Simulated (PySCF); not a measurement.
# Highest orbital energy against ionisation energy along group 13

Calculated with PySCF 2.14, no spin-orbit coupling. Each cell gives −ε(HOMO) / ΔSCF in eV; NIST values include spin-orbit coupling, (s) semi-empirical, (t) theoretical.

```
                               species            UHF            LDA            PBE           PBE0         r2SCAN  NIST (lowest levels)
     B (aug-cc-pVTZ, non-relativistic)  8.666 / 8.037  4.113 / 8.642  4.172 / 8.670  5.375 / 8.645  4.586 / 8.765                 8.298
Al (aug-cc-pV(T+d)Z, non-relativistic)  5.932 / 5.599  3.018 / 6.029  3.095 / 6.071  3.907 / 6.089  3.349 / 6.164                 5.986
Ga (aug-cc-pVTZ-PP with ECP10MDF, ECP)  5.822 / 5.533  2.907 / 5.995  2.915 / 5.917  3.742 / 5.949  3.166 / 6.077                 5.999
In (aug-cc-pVTZ-PP with ECP28MDF, ECP)  5.475 / 5.214  2.847 / 5.710  2.815 / 5.583  3.585 / 5.615  3.042 / 5.706                 5.786
Tl (aug-cc-pVTZ-PP with ECP60MDF, ECP)  5.234 / 5.007  2.754 / 5.581  2.686 / 5.422  3.426 / 5.438  2.898 / 5.499                 6.108
```

Question: How far is −ε(HOMO) from ΔSCF on average for each method, and why?

Answer: UHF 0.35 eV; LDA -3.26 eV; PBE -3.20 eV; PBE0 -2.34 eV; r2SCAN -3.03 eV. Hartree-Fock orbital energies lack relaxation and so exceed the ΔSCF value; semilocal functionals have convex E(N) from self-interaction, so their HOMO lies far too high; exact exchange moves hybrids part of the way back.
